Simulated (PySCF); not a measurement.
# How exact exchange moves a shielding

Molecule: `C=CCO`, C3H6O.

Atom-mapped SMILES (the numbers label the heavy atoms): `[CH2:1]=[CH:2][CH2:3][OH:4]` (H(Xn): hydrogen on atom n). Ha(C1) is cis to C3; Hb(C1) is trans to C3.

GIAO shieldings (ppm, equivalent atoms averaged) in PySCF 2.14.0 with density-fitted response routines on the PBE0-D3(BJ)/def2-SVP geometry, basis pcSseg-2, gas phase, non-relativistic:

| functional | exact exchange (%) | σ(C3) | σ(O4) |
| --- | --- | --- | --- |
| BLYP | 0 | 99.5 | 265.9 |
| BP86 | 0 | 105.0 | 272.5 |
| PBE | 0 | 104.9 | 272.0 |
| B3LYP | 20 | 106.6 | 275.7 |
| PBE0 | 25 | 113.1 | 283.0 |
| mPW1PW91 | 25 | 112.5 | 282.7 |
| HF | 100 | 128.8 | 298.8 |

(1) Fit each shielding as a line in the percentage of exact exchange.

(2) What does the line predict for BHandHLYP (50 %), and what does the run give?

## Answers

(1) σ(C3) = 103.8 + 0.26 x (rms 2.4 ppm); σ(O4) = 271.7 + 0.29 x (rms 3.2 ppm). The functionals also differ in their semilocal parts, which the line can't hold; Hartree–Fock has no correlation at all.

(2) σ(C3): 116.8 predicted, 115.4 computed; σ(O4): 286.2 predicted, 286.0 computed ppm.
